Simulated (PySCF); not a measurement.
# C5H7F: the cost of one run

Computed with PySCF 2.14.0, with density-fitted response routines of our own, on a single molecule in the gas phase. Atoms are numbered from 0 throughout.

## Step 1: Starting geometry

13 atoms, charge 0, multiplicity 1; geometry from: GFN2-xTB. The atoms were then displaced at random by about 0.01 Å, so the start is not that level's minimum.

Bonds of the start (Å): C0–C1 1.52, C1–C2 1.45, C2–C3 1.35, C3–C4 1.47, C4–F5 1.40, C4–C2 1.50, C0–H6 1.09, C0–H7 1.10, C0–H8 1.06, C1–H9 1.09, C1–H10 1.09, C3–H11 1.07, C4–H12 1.06.

## Step 2: Relaxing the molecule at PBE0-D3(BJ)/def2-SVP

What the job is given:

```
{"job": {"xc": "PBE0", "basis": "def2-SVP", "d3": "d3bj", "grid": 1, "shake": 0.01, "kind": "geom"}, "charge": 0, "multiplicity": 1}
C     -1.804380    -0.120940     0.529650
C     -0.813160     0.266460    -0.553130
C      0.544620    -0.047720    -0.148720
C      1.470880    -0.483270     0.728140
C      1.986490     0.018920    -0.552830
F      2.606990     1.274730    -0.547260
H     -1.611010     0.453820     1.440110
H     -2.815570     0.150800     0.186580
H     -1.778130    -1.153370     0.766200
H     -0.863110     1.339010    -0.763080
H     -1.035910    -0.265220    -1.472840
H      1.688510    -0.877280     1.693600
H      2.429600    -0.572840    -1.316740
```

On the command line:

```sh
$ OMP_NUM_THREADS=1 python probes_run.py task.json out
```

One launch serves the whole session: the jobs run in the order shown.

**Question.** How long does this first job take on 1 thread of Arm Neoverse V2, shared host, and how much memory does it need?

About 31 s, with a peak of 0.51 GiB.
